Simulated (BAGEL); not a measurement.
**How basis sets differ on C3H6Cl2 (2,2-dichloropropane)**

The species is C3H6Cl2 (11 atoms), meant as a singlet with charge 0. SMILES: `CC(C)(Cl)Cl`. Geometry: relaxed at PBE0-D4/def2-TZVP.

Quantity: the dipole moment, in D. The values are calculated.

**The experiment to reproduce.** NIST CCCBDB gives the dipole moment of the gas as 2.27 D.

```tsv
level	kind	program	value (D)	computed − measured	CPU time
HF/pcseg-0 (density fitting with tzvpp-jkfit)	Hartree–Fock	BAGEL	3.04	+0.77	1.6 s
HF/pcseg-1 (density fitting with tzvpp-jkfit)	Hartree–Fock	BAGEL	2.71	+0.44	3 s
HF/aug-pcseg-1 (density fitting with tzvpp-jkfit)	Hartree–Fock	BAGEL	2.50	+0.23	4.9 s
HF/pcseg-2 (density fitting with tzvpp-jkfit)	Hartree–Fock	BAGEL	2.54	+0.27	8.2 s
HF/aug-pcseg-2 (density fitting with tzvpp-jkfit)	Hartree–Fock	BAGEL	2.46	+0.19	16 s
```

Nearest: HF/aug-pcseg-2 (density fitting with tzvpp-jkfit) (+0.19 D); farthest: HF/pcseg-0 (density fitting with tzvpp-jkfit) (+0.77 D). The measured dipole is a vibrational average, so differences of a few hundredths of a debye mean little. Magnitudes only. Without the sets that lack polarisation functions the rows with a basis span only 2.46 to 2.71 D. Times are those of the runs behind each value, whatever else they computed, on shared processors of several kinds: orders of magnitude only.
